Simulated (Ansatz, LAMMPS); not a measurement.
**bcc Nb, bulk modulus**

Reference value: 173 GPa (measured, 0 K value with the zero-point phonon effect removed; as tabulated in Mejia-Rodriguez and Trickey (2018), arXiv:1807.09216).

| level (code) | value (GPa) | cell (Å³/atom) |
|---|---|---|
| MEAM library.meam-Nb (LAMMPS) | 170 | 17.98 |
| LDA (Ansatz) | 191 | 17.12 |
| PBE (Ansatz) | 169 | 18.13 |
| r²SCAN (Ansatz) | 173 | 18.02 |
| HSE06 (Ansatz) | ? | 17.90 |

Q: Complete the blanks.

A: 
- HSE06 (Ansatz, a first-principles code), value (GPa): 180

Errors against the reference: MEAM library.meam-Nb -1.7 %, LDA +10.4 %, PBE -2.3 %, r²SCAN 0.0 %, HSE06 +4.0 %.

Leaving aside MEAM library.meam-Nb, which can be fitted to such values or carry a doubt: The best agreement in this table is that of r²SCAN (0.0 %). Farthest off: LDA (+10.4 %). Within 10 %: PBE, r²SCAN, HSE06. The lowest first-principles rung that does so: DFT without exact exchange (PBE, r²SCAN).

Each level is taken at its own relaxed cell. Cutoffs and k meshes differ between the levels. Ansatz's density-functional and Hartree–Fock values are scalar-relativistic unless marked +SOC, with PAW data made under PBE.

Empirical potentials (MEAM library.meam-Nb) are fitted to chosen data, which need not cover the solid at hand: agreement can be built in, and what lay outside the fit can be far off.

Differences are worked out from the printed values.
